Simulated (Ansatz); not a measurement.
**Ca2Sc: from a trial structure to a relaxed crystal**

All numbers below come from DFT PBE, scalar-relativistic, plane waves, PAW (Ansatz 0.2.0). Cutoff 420 eV, Γ-centred k mesh, Gaussian smearing, no spin polarisation in the final step.

Ca2Sc was placed on the cubic Laves (C15) structure type (Fd-3m, No. 227), with Sc in place of Mg, Ca in place of Cu, at a guessed volume.

```yaml
crystal:
  lattice:
    - [0.00000, 4.24319, 4.24319]
    - [4.24319, 0.00000, 4.24319]
    - [4.24319, 4.24319, 0.00000]
  atoms:
    - { symbol: Ca, position: [0.62500, 0.62500, 0.62500] }
    - { symbol: Ca, position: [0.12500, 0.62500, 0.62500] }
    - { symbol: Ca, position: [0.62500, 0.62500, 0.12500] }
    - { symbol: Ca, position: [0.62500, 0.12500, 0.62500] }
    - { symbol: Sc, position: [0.00000, 0.00000, 0.00000] }
    - { symbol: Sc, position: [0.25000, 0.25000, 0.25000] }
```

Steps on the 4×4×4 mesh (6 atoms). 7 of 7 steps are shown, and the free energy counts from the last. Trial steps that were taken back and renewals of the plane-wave basis can be among the rows.

| step | ΔF (meV/atom) | V (Å³/atom) | P (GPa) |
| --- | --- | --- | --- |
| 1 | 331.7 | 25.47 | 12.91 |
| 2 | 108.5 | 29.37 | 5.99 |
| 3 | 13.1 | 33.66 | 1.55 |
| 4 | 3.1 | 35.47 | 0.29 |
| 5 | 0.9 | 35.47 | 0.41 |
| 6 | 0.0 | 36.15 | 0.03 |
| 7 | 0.0 | 36.15 | 0.03 |

A final relaxation ran on a 8×8×8 mesh. The relaxed crystal, Fd-3m (No. 227):

```
Ca Sc
1.0
     0.00000    4.76889    4.76889
     4.76889    0.00000    4.76889
     4.76889    4.76889    0.00000
Ca Sc
4 2
Direct
  0.62500 0.62500 0.62500
  0.12500 0.62500 0.62500
  0.62500 0.62500 0.12500
  0.62500 0.12500 0.62500
  0.00000 0.00000 0.00000
  0.25000 0.25000 0.25000
```

| Item | Value |
| --- | --- |
| Volume per atom | 36.15 Å³ |
| Density | 1.92 g/cm³ |
| Energy over the elements | 0.51 eV/atom |
| Gap on the 8×8×8 mesh | 0 eV (a metal) |

Formation energies are uncorrected and refer to the elements' standard structures at the same level.

The final run used a 8×8×8 mesh on its 6-atom cell and 0.10 eV smearing. The k mesh leaves about 4 meV/atom of noise in metals.

Symmetry constrained the relaxation, so the result can be a saddle point.

Cost: 3 runs of about 1.2 core-minutes in all, on Arm Neoverse V1 (shared hosts).